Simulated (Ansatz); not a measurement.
## AlNH2Cl (SMILES [NH2][Al][Cl]): the energy, rung by rung

The species is AlNH2Cl (5 atoms), meant as a doublet with charge 0. SMILES: `[NH2][Al][Cl]`. Geometry: relaxed at PBE0-D4/def2-TZVP. This is one conformer, not always the lowest.

```
atom    x (Å)    y (Å)    z (Å)
   N  -0.5494   0.4617  -0.2320
  Al   0.4026  -0.2916   1.0491
  Cl   1.9070  -1.6497   0.4408
   H  -1.2936   1.1233  -0.0835
   H  -0.4166   0.2827  -1.2159
```

Each level gives the energy change with the N1–Al2 bond stretched from 1.765 to 3.530 Å (eV). The values are calculated.

```tsv
level	kind	program	value (eV)	less FCI/STO-3G	CPU time (all runs)
UHF/STO-3G	Hartree–Fock	Ansatz	2.12	-0.04	0.61 s
U-revPBE/STO-3G	GGA	Ansatz	2.94	+0.78	4.3 s
U-r2SCAN/STO-3G	meta-GGA	Ansatz	3.10	+0.94	14 s
U-r2SCAN0/STO-3G	hybrid meta-GGA	Ansatz	2.96	+0.80	13 s
U-wB97M-V/STO-3G	range-separated hybrid	Ansatz	2.86	+0.70	57 s
UB2PLYP/STO-3G	double hybrid	Ansatz	2.67	+0.51	5.2 s
UMP2/STO-3G	perturbation theory	Ansatz	2.38	+0.22	0.54 s
UCCSD(T)/STO-3G	coupled cluster or CI	Ansatz	2.16	0.00	0.83 s
FCI/STO-3G	exact in the basis	Ansatz	2.16	0.00	1.7 min
```

FCI/STO-3G is exact within its basis and frozen core, so for wave-function methods in that basis the difference is their error; functionals converge differently with the basis, so for them it is only a difference. The first shape isn't each level's own minimum. The values span 2.12 to 3.10 eV. All rows use very small basis sets, so even the best lies far from the true value. Times are those of the runs behind each value, whatever else they computed, on shared processors of several kinds: orders of magnitude only.
